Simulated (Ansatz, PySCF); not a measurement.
Process, species as SMILES: [NH2] (NH2) -> [NH2-] (an electron is taken up)
Each molecule is optimised on its own at B3LYP-D3(BJ)/def2-TZVP (Ansatz, a first-principles code).

Property: adiabatic electron affinity (0 K, with B3LYP-D3(BJ) harmonic zero-point energies from PySCF), positive where the reaction releases energy, in eV. Valence correlation only, unless marked. UHF or UKS for open shells. Spin-orbit coupling is left out. No relativistic terms. Anions need diffuse functions: aug- sets have them; def2-D sets add few; the other sets have none. CBS(X,Y): correlation extrapolated as X^-3; Hartree-Fock from the larger set.

CCSD(T)/CBS(aug-cc-pVTZ,aug-cc-pVQZ) (Ansatz) gives 0.76 eV.

### Question
Another calculation gave 0.47 eV. Which level was it?
(A) wB97X-V/def2-TZVPD (Ansatz)
(B) TPSSh/def2-TZVPD (PySCF)
(C) BHLYP/def2-TZVPD (Ansatz)
(D) HF/def2-TZVPD (PySCF)

### Answer
A, wB97X-V/def2-TZVPD (Ansatz). The others give 0.15 (BHLYP), -1.18 (HF), 0.34 (TPSSh) eV.
